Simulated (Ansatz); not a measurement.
Ansatz (a quantum-chemistry and plane-wave program) input (B3LYP-D3(BJ)/def2-TZVP):

Ansatz 0.2 input:
```yaml
crystal:
  periodic: [false, false, false]
  atoms:
    - {symbol: C, position_ang: [1.23889950, 0.09638289, 0.04415928]}
    - {symbol: C, position_ang: [0.00089054, -0.08817754, 0.55959341]}
    - {symbol: C, position_ang: [-1.24636720, -0.08140878, 0.03323659]}
    - {symbol: H, position_ang: [1.52956432, -0.10023531, -1.00827633]}
    - {symbol: H, position_ang: [2.10134101, 0.28850995, 0.69065641]}
    - {symbol: H, position_ang: [-1.55454885, 0.47509381, -0.87563540]}
    - {symbol: H, position_ang: [-2.09845054, -0.49175309, 0.58498710]}
basis:
  gaussian:
    orbitals: def2-TZVP
hamiltonian:
  xc: b3lyp
  dispersion: d3bj
total_charge: -1
magnetization: {spin_polarized: true, initial_magnetization: 1}
relax: {f_tol: 0.002, max_steps: 150}
```

Output:

```
Functional definition: B3LYP
integrals: 0.03 GiB planned
716 factors; their error is unknown
mean field: 0.39 GiB planned
mean field evaluation 1: about -3170.9377 eV, gradient 2.6e1 eV
mean field evaluation 2: about -3168.2606 eV, gradient 3.4e1 eV
mean field evaluation 4: about -3174.5075 eV, gradient 2.4e0 eV
mean field evaluation 8: about -3174.5282 eV, gradient 4.7e-2 eV
mean field evaluation 16: about -3174.5282 eV, gradient 1.1e-4 eV
mean field -3174.52821350 eV, -116.6617600737 hartree, gradient 2.6e-5 eV, S^2 0.755194; 0 other end points of the search recorded, 0 dependent functions left out
the calculation of the forces begins
reference -3174.52843114 eV, -116.6617680716 hartree; 12, 11 occupied and 105, 106 virtual orbitals, 716 factors
relax step   1: F+E_penalty+E_count = -3174.69182393 eV  Δ(F+E_penalty+E_count) = +0.000e0 eV  max|allowed force component| = 9.608e-1 eV/Å  Δτ_max = 0.0000 Å  (33 SCF iters, accepted)
these checks for a lower state are left out or cut short: starts, cluster_reference, orbital_swaps, neighbouring_geometries, increment
integrals: 0.03 GiB planned
716 factors; their error is unknown
mean field: 0.39 GiB planned
mean field -3174.46884587 eV, -116.6595783534 hartree, gradient 1.4e-5 eV, S^2 0.755415; 0 other end points of the search recorded, 0 dependent functions left out
the calculation of the forces begins
reference -3174.46906410 eV, -116.6595863731 hartree; 12, 11 occupied and 105, 106 virtual orbitals, 716 factors
relax step   2: F+E_penalty+E_count = -3174.63167189 eV  Δ(F+E_penalty+E_count) = +6.015e-2 eV  max|allowed force component| = 8.021e-1 eV/Å  Δτ_max = 0.1902 Å  (40 SCF iters, rejected (line search))
these checks for a lower state are left out or cut short: starts, cluster_reference, orbital_swaps, neighbouring_geometries, increment
integrals: 0.03 GiB planned
716 factors; their error is unknown
mean field: 0.39 GiB planned
mean field evaluation 32: about -3174.5629 eV, gradient 1.3e-5 eV
mean field -3174.56287831 eV, -116.6630339818 hartree, gradient 7.2e-5 eV, S^2 0.755330; 0 other end points of the search recorded, 0 dependent functions left out
the calculation of the forces begins
reference -3174.56309348 eV, -116.6630418891 hartree; 12, 11 occupied and 105, 106 virtual orbitals, 716 factors
relax step   3: F+E_penalty+E_count = -3174.72606540 eV  Δ(F+E_penalty+E_count) = -3.424e-2 eV  max|allowed force component| = 5.710e-1 eV/Å  Δτ_max = 0.0928 Å  (37 SCF iters, accepted)
these checks for a lower state are left out or cut short: starts, cluster_reference, orbital_swaps, neighbouring_geometries, increment
integrals: 0.03 GiB planned
716 factors; their error is unknown
mean field: 0.39 GiB planned
mean field -3174.57795901 eV, -116.6635881876 hartree, gradient 6.9e-5 eV, S^2 0.754631; 0 other end points of the search recorded, 0 dependent functions left out
the calculation of the forces begins
reference -3174.57817802 eV, -116.6635962360 hartree; 12, 11 occupied and 105, 106 virtual orbitals, 716 factors
relax step   4: F+E_penalty+E_count = -3174.73964242 eV  Δ(F+E_penalty+E_count) = -1.358e-2 eV  max|allowed force component| = 9.635e-2 eV/Å  Δτ_max = 0.0768 Å  (37 SCF iters, accepted)
these checks for a lower state are left out or cut short: starts, cluster_reference, orbital_swaps, neighbouring_geometries, increment
integrals: 0.03 GiB planned
716 factors; their error is unknown
mean field: 0.39 GiB planned
mean field -3174.58442320 eV, -116.6638257419 hartree, gradient 1.0e-5 eV, S^2 0.754821; 0 other end points of the search recorded, 0 dependent functions left out
the calculation of the forces begins
reference -3174.58464082 eV, -116.6638337393 hartree; 12, 11 occupied and 105, 106 virtual orbitals, 716 factors
relax step   5: F+E_penalty+E_count = -3174.74701337 eV  Δ(F+E_penalty+E_count) = -7.371e-3 eV  max|allowed force component| = 1.227e-1 eV/Å  Δτ_max = 0.0453 Å  (37 SCF iters, accepted)
these checks for a lower state are left out or cut short: starts, cluster_reference, orbital_swaps, neighbouring_geometries, increment
integrals: 0.03 GiB planned
716 factors; their error is unknown
mean field: 0.39 GiB planned
mean field -3174.58462498 eV, -116.6638331573 hartree, gradient 2.6e-5 eV, S^2 0.754833; 0 other end points of the search recorded, 0 dependent functions left out
the calculation of the forces begins
reference -3174.58484310 eV, -116.6638411732 hartree; 12, 11 occupied and 105, 106 virtual orbitals, 716 factors
relax step   6: F+E_penalty+E_count = -3174.74752113 eV  Δ(F+E_penalty+E_count) = -5.078e-4 eV  max|allowed force component| = 9.674e-2 eV/Å  Δτ_max = 0.0224 Å  (36 SCF iters, accepted)
these checks for a lower state are left out or cut short: starts, cluster_reference, orbital_swaps, neighbouring_geometries, increment
integrals: 0.03 GiB planned
716 factors; their error is unknown
mean field: 0.39 GiB planned
mean field -3174.58538639 eV, -116.6638611385 hartree, gradient 2.5e-5 eV, S^2 0.754849; 0 other end points of the search recorded, 0 dependent functions left out
the calculation of the forces begins
reference -3174.58560422 eV, -116.6638691438 hartree; 12, 11 occupied and 105, 106 virtual orbitals, 716 factors
relax step   7: F+E_penalty+E_count = -3174.74843048 eV  Δ(F+E_penalty+E_count) = -9.093e-4 eV  max|allowed force component| = 3.943e-2 eV/Å  Δτ_max = 0.0151 Å  (36 SCF iters, accepted)
these checks for a lower state are left out or cut short: starts, cluster_reference, orbital_swaps, neighbouring_geometries, increment
integrals: 0.03 GiB planned
716 factors; their error is unknown
mean field: 0.39 GiB planned
mean field evaluation 64: about -3174.5852 eV, gradient 2.6e-1 eV
mean field -3174.58541568 eV, -116.6638622148 hartree, gradient 2.7e-5 eV, S^2 0.754854; 0 other end points of the search recorded, 0 dependent functions left out
the calculation of the forces begins
reference -3174.58563346 eV, -116.6638702184 hartree; 12, 11 occupied and 105, 106 virtual orbitals, 716 factors
relax step   8: F+E_penalty+E_count = -3174.74847929 eV  Δ(F+E_penalty+E_count) = -4.881e-5 eV  max|allowed force component| = 1.436e-2 eV/Å  Δτ_max = 0.0010 Å  (38 SCF iters, accepted)
these checks for a lower state are left out or cut short: starts, cluster_reference, orbital_swaps, neighbouring_geometries, increment
integrals: 0.03 GiB planned
716 factors; their error is unknown
mean field: 0.39 GiB planned
mean field -3174.58541107 eV, -116.6638620456 hartree, gradient 1.0e-5 eV, S^2 0.754861; 0 other end points of the search recorded, 0 dependent functions left out
the calculation of the forces begins
reference -3174.58562887 eV, -116.6638700495 hartree; 12, 11 occupied and 105, 106 virtual orbitals, 716 factors
relax step   9: F+E_penalty+E_count = -3174.74847755 eV  Δ(F+E_penalty+E_count) = +1.732e-6 eV  max|allowed force component| = 4.586e-3 eV/Å  Δτ_max = 0.0019 Å  (39 SCF iters, rejected (line search))
these checks for a lower state are left out or cut short: starts, cluster_reference, orbital_swaps, neighbouring_geometries, increment
integrals: 0.03 GiB planned
716 factors; their error is unknown
mean field: 0.39 GiB planned
mean field -3174.58542007 eV, -116.6638623763 hartree, gradient 1.7e-5 eV, S^2 0.754857; 0 other end points of the search recorded, 0 dependent functions left out
the calculation of the forces begins
reference -3174.58563787 eV, -116.6638703802 hartree; 12, 11 occupied and 105, 106 virtual orbitals, 716 factors
relax step  10: F+E_penalty+E_count = -3174.74848765 eV  Δ(F+E_penalty+E_count) = -8.366e-6 eV  max|allowed force component| = 1.861e-3 eV/Å  Δτ_max = 0.0005 Å  (28 SCF iters, accepted)
integrals: 0.03 GiB planned
716 factors; their error is unknown
mean field: 0.39 GiB planned
mean field evaluation 96: about -3174.5854 eV, gradient 1.5e-3 eV
mean field -3174.58542007 eV, -116.6638623763 hartree, gradient 1.7e-5 eV, S^2 0.754857; 1 other end points of the search recorded, 0 dependent functions left out
the calculation of the forces begins
reference -3174.58563787 eV, -116.6638703802 hartree; 12, 11 occupied and 105, 106 virtual orbitals, 716 factors
Total energy: -3174.74870545 eV, -116.6698630032 hartree
Atom 0 at     1.264017     0.056648     0.051442 Å, force    -0.001861    -0.000810    -0.001109 eV/Å
Atom 1 at     0.000569    -0.082681     0.532312 Å, force     0.000007    -0.000116     0.000570 eV/Å
Atom 2 at    -1.271342    -0.046511     0.054941 Å, force     0.001858     0.001179    -0.000803 eV/Å
Atom 3 at     1.522631    -0.156323    -0.996456 Å, force     0.000251    -0.000119    -0.000632 eV/Å
Atom 4 at     2.101754     0.354534     0.680009 Å, force     0.001062     0.000674     0.001406 eV/Å
Atom 5 at    -1.547160     0.523190    -0.844889 Å, force    -0.000259     0.000332    -0.000542 eV/Å
Atom 6 at    -2.099141    -0.550445     0.551362 Å, force    -0.001058    -0.001139     0.001111 eV/Å
Dipole moment:    -0.001243     0.025791    -0.140823 e Å
```
